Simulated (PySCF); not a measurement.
Metal–ligand bonds in Zn(Cl)1–Y. Isolated molecules, 0 K electronic values unless said otherwise. One relaxed conformer stands for each flexible species; it need not be the lowest. Multiplicities are imposed; where one is given, others were not computed. Strings in code marks are SMILES.

The numbers are results of PySCF with r2SCAN-D4/def2-TZVP // r2SCAN-D4/def2-SVP, not measurements. 

| species | dipole moment (D) | highest occupied spin orbital (eV) |
|---|---|---|
| free radical OH | 1.76 | -7.57 |
| free radical NH2 (`[NH2]`) | 1.96 | -7.49 |
| free radical CH3 | 0.00 | -5.88 |
| free radical OCH3 (`C[O]`) | 2.02 | -6.35 |
| free radical N(CH3)2 | 1.71 | -5.98 |
| free radical SH (`[SH]`) | 0.91 | -6.40 |
